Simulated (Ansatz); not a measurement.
# How the lattice parameter a of P (model structure, started from the beta-W type, Pm-3n, No. 223, 8 atoms in the cell) moves with the method

No measured value is used here.

| level (code) | value (Å) |
|---|---|
| PBE (Ansatz) | (withheld) |
| PBEsol (Ansatz) | 4.839 |
| PBE-D3(BJ) (Ansatz) | 4.812 |

Q: Fill in the missing entries.

A: 
- PBE (Ansatz, a program for electronic structure), value (Å): 4.905

Ansatz's density-functional and Hartree–Fock values are scalar-relativistic unless marked +SOC, with PAW data made under PBE.

A model structure was made by putting elements into a prototype or built by hand; it is no filed structure, need not be a known phase, and can be a saddle point held by its symmetry.
